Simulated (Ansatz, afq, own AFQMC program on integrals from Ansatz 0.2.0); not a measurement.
N, quartet in cc-pVQZ, levels against full CI

A free N atom.

Basis cc-pVQZ. Noble-gas cores (and the filled d shells of Ga–Kr and In–Xe) are frozen. AFQMC by an in-house program on the Cholesky factors that Ansatz 0.2.0 writes for its CCSD(T) run. The CISD trial takes its coefficients from CCSD amplitudes. Released means that phaseless walkers are propagated on without the constraint, phases kept. Free projection: walkers drawn from exp(T), propagated without any constraint. Its projection time is finite, and what remains of the start isn't in its error. ± is one standard error of the sampling.

Determinant: UHF, the one that the program's search chose, which needn't be the lowest solution.

Full CI on the same integrals is exact in this basis and with this determinant's frozen core.

* T1 diagnostic: 0.0064
* weight of the determinant in the CISD state: 0.964
* ⟨S²⟩ of the determinant: 3.757
* size of the correlated space: 5 electrons in 54 orbitals

Reference: full CI, correlation energy -3.306 eV. The released energy is read at 1.50 1/Eh (meV from the phaseless value at times in 1/Eh: -1.5 ± 0.6 at 0.24, -2.0 ± 0.6 at 0.50, -2.8 ± 0.6 at 1.00, -2.9 ± 0.7 at 1.50).

```json
{"level": "HF", "E − E(reference) (mEh)": "121.49", "share of correlation (%)": "0.00"}
{"level": "MP2", "E − E(reference) (mEh)": "17.62", "share of correlation (%)": "85.50"}
{"level": "CCSD", "E − E(reference) (mEh)": "3.20", "share of correlation (%)": "97.37"}
{"level": "CCSD(T)", "E − E(reference) (mEh)": "0.39", "share of correlation (%)": "99.68"}
{"level": "CCSDT", "E − E(reference) (mEh)": "0.05", "share of correlation (%)": "99.96"}
{"level": "CCSDT(Q)", "E − E(reference) (mEh)": "0.00", "share of correlation (%)": "100.00"}
{"level": "ph-AFQMC/HF", "E − E(reference) (mEh)": "0.62 ± 0.39", "share of correlation (%)": "99.49"}
{"level": "ph-AFQMC/CISD", "E − E(reference) (mEh)": "0.11 ± 0.03", "share of correlation (%)": "99.91"}
{"level": "released AFQMC", "E − E(reference) (mEh)": "0.00 ± 0.02", "share of correlation (%)": "100.00"}
{"level": "free AFQMC", "E − E(reference) (mEh)": "-0.01 ± 0.03", "share of correlation (%)": "100.01"}
```

CCSDT and higher add their correlation energy to the determinant of the CCSD(T) run, since their own runs factorise the integrals more tightly (a shift of under 2 meV). Free projections are given only where their last times agree within the noise and don't stop above the reference; a slow remainder of the start can still hide under it. A walk keeps the symmetry of its determinant, which the program's search chose and which needn't be the lowest solution, so a lower state of the same spin and another symmetry isn't excluded. Released energies are given only where the last usable release times agree within the noise; a slower fall can still hide under it.
